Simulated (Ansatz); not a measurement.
A made-up structure of CH$_{4}$BO, doublet:

```tsv
atom	x (Å)	y (Å)	z (Å)
B1	-0.8500	0.3117	-0.6715
C2	0.2991	0.1161	0.2787
O3	0.8217	-1.0964	0.4998
H4	-1.2739	1.4188	-0.8276
H5	0.6593	-1.9228	0.0186
H6	0.7736	0.9236	0.8379
H7	1.5467	-1.0489	1.1314
```

It is relaxed with PBE-D4/def2-SVP and then PBE0-D4/def2-TZVP (Ansatz 0.2.0). Atoms count as bonded within 1.22 times the sum of their covalent radii (H–H: 0.88 Å). The end point is not checked to be a true minimum.

(1) Does its bonding change? (A judgement: the text doesn't fix the answer.)

Answers

(1) By the calculation: Yes. Formed: none; broken: C2–O3.

Where it ends: The first stage lowers the energy by 2.05 eV in 16 steps. It ends as a complex of CH₂B ([BH][CH]) + H₂O:
```xyz
7
angstrom
B -0.5124 0.9351 -0.5869
C 0.1543 1.1514 0.5696
O 1.2594 -1.9402 0.3141
H -1.0859 0.7205 -1.5861
H 0.6120 -2.4867 0.7643
H 0.6718 1.3745 1.4795
H 0.8773 -1.0525 0.3128
```

Labels in which every atom is bracketed show which atoms are joined, not bond orders.

For scale, one of the runs: PBE0-D4/def2-TZVP relaxation, 117 basis functions, launched by `ansatz run in.yaml --threads 2 --pin off --events-out ev --progress --plain --max-ram 4352MiB`. Hardware: 2 CPU threads of an Intel Xeon Platinum 8175M, shared host. Wall time about 2.5 min.
